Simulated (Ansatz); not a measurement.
Cohesive energy (eV/atom) of solids drawn from the class of halides, at two levels: PBE (Ansatz, an electronic-structure program, plane waves, PAW), and LDA (plane waves, PAW; Ansatz).

```csv
solid,PBE,LDA
rock-salt AgBr,2.27,3.04
rock-salt AgCl,2.43,?
cubic perovskite KMgF3,4.44,5.12
fluorite CdF2,3.20,4.00
cubic perovskite KZnF3,3.63,4.37
fluorite SrCl2,4.03,4.56
CsCl-type TlBr,2.53,?
rutile MnF2,4.41,5.18
CsCl-type TlCl,2.73,3.34
```

### Question
Estimate the withheld LDA values from the other rows.

### Answer
One way: carry over the typical difference. The differences LDA − PBE of the other rows, in order: 0.53, 0.61, 0.68, 0.74, 0.77, 0.77, 0.80; median 0.74. Rock-salt AgCl: 2.43 + (0.74) = 3.17 eV/atom; the run gives 3.21 eV/atom. CsCl-type TlBr: 2.53 + (0.74) = 3.27 eV/atom; the run gives 3.13 eV/atom. The differences spread from 0.53 to 0.80, so such an estimate is rough.

Over all 9 rows LDA is the larger in 9.

Ansatz's runs of these crystals have no spin polarisation, but for rutile MnF2.

Density-functional runs with spin start from opposed moments for rutile MnF2.

Spin–orbit coupling is left out, also for the solids with elements from indium on (CsCl-type TlBr, CsCl-type TlCl); its size isn't shown.

Free atoms are spin-polarised, in the lowest state found; at levels without +SOC their spin–orbit coupling is left out. Each level is taken at its own relaxed cell. Ansatz's density-functional and Hartree–Fock values are scalar-relativistic unless marked +SOC, with PAW data made under PBE.
